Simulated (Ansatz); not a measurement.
Relaxation of AlH2O (4 atoms, charge 0, multiplicity 2), to a largest force component of 0.02 eV/Å in at most 50 steps.

Method: UKS PBE-D4/def2-SVP in Ansatz 0.2.0.

```xyz
4
Properties=species:S:1:pos:R:3
O 0.021 -0.779 0.880
Al 0.337 0.804 -0.057
H 1.795 0.837 0.438
H -0.626 1.369 -1.138
```

Question: Where does it end, and by what steps?

Answer: The run converged. After 4 steps the energy has fallen by 0.390 eV; H3 moved furthest, 0.27 Å.

```csv
step,energy less start (eV),largest force component (eV/Å),accepted
0,0.0000,2.861,yes
1,-0.2956,1.286,yes
2,-0.3841,0.242,yes
3,-0.3883,0.120,yes
4,-0.3895,0.008,yes
```

```xyz
4
Properties=species:S:1:pos:R:3
O -0.197 -0.786 0.813
Al 0.407 0.619 -0.006
H 1.901 1.064 0.353
H -0.585 1.333 -1.038
```

Run time: 6.8 s on 1 thread of Arm Neoverse V2, on a shared host, peak memory 0.11 GiB.
